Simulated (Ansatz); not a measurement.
# Gold, fcc under BLYP: from relaxation to bulk modulus

The plan for gold in the fcc structure: relax it, solve it on a dense k-mesh, switch on spin-orbit coupling, then scale the cell to 7 volumes from 88 to 112 % of the relaxed one and try a fit of the equation of state. The k-meshes are 13×13×13 for the relaxation; 21×21×21 for the dense run; 13×13×13 for spin-orbit coupling; 21×21×21 for the volumes. The starting cell is the deposited one, from the Crystallography Open Database.

Computed with Ansatz 0.2.0 (DFT BLYP, plane waves (420 eV) with PAW, scalar-relativistic; PBE-made PAW files, unless a step says otherwise).

## (1) The structure to begin with

It takes space group Fm-3m (No. 225, cubic). Conventional cell: a = 4.078 Å, b = 4.078 Å, c = 4.078 Å, α = 90.00°, β = 90.00°, γ = 90.00°. Around Au (site symmetry m-3m) lie 12 Au at 2.88 Å.

As a file:

```cif
data_structure
_symmetry_space_group_name_H-M 'P 1'
_symmetry_Int_Tables_number 1
_cell_length_a 2.8838
_cell_length_b 2.8838
_cell_length_c 2.8838
_cell_angle_alpha 60.000
_cell_angle_beta 60.000
_cell_angle_gamma 60.000
_cell_volume 16.96
loop_
_atom_site_label
_atom_site_type_symbol
_atom_site_fract_x
_atom_site_fract_y
_atom_site_fract_z
_atom_site_occupancy
Au1 Au 0.00000 0.00000 0.00000 1
```

## (2) Relaxing cell and atoms

The input, input.yaml:

```yaml
crystal:
  lattice:
    - [0.0, 2.03912, 2.03912]
    - [2.03912, 0.0, 2.03912]
    - [2.03912, 2.03912, 0.0]
  atoms:
    - { symbol: Au, position: [0.0, 0.0, 0.0] }
hamiltonian:
  xc: blyp
  pseudopotentials:
    kind: paw
    azcp:
      Au: "pseudopotentials/Au.paw.azcp"
basis:
  ecutwfc: 420
  fft_grid_basis: typed
kpoints:
  mp_grid: { grid: [13, 13, 13], shift: [0, 0, 0] }
magnetization:
  spin_polarized: false
scf:
  occupations: { method: fermi_dirac, width: 0.1 }
relax:
  max_steps: 60
  f_tol: 0.01
  cell: {}
```

After this run come: Dense single point; Spin-orbit coupling switched on; Volume × 0.88; Volume × 0.92; Volume × 0.96; Volume × 1.0; Volume × 1.04; Volume × 1.08; Volume × 1.12.

Before running it: what results should come out? Wanted: space group; conventional cell; volume; shortest distance; gap on the mesh; V₀, B₀, B₀′.

The runs gave:

| quantity | value |
| --- | --- |
| space group (spins left aside) | Fm-3m (No. 225) |
| conventional cell | a = 4.270 Å |
| volume | 19.458 Å³/atom |
| shortest distance | 3.019 Å |
| against the deposited volume | +14.7 % (16.957 Å³/atom) |
| gap on the mesh | none (levels filled in part) |
| V₀, B₀, B₀′ | 19.457 Å³/atom, 102 GPa, 6.0 |

**Reading.** Against experiment, BLYP misses the volume by +14.7 %. Cells that are too large are usual for this functional. Levels at the Fermi energy are filled in part, as in a metal. The total energy of the spin-orbit run lies -37.9 eV/atom from the scalar one, but the two kinds of run don't share a zero of energy: only differences within one kind count. B₀ comes out at 102 GPa.
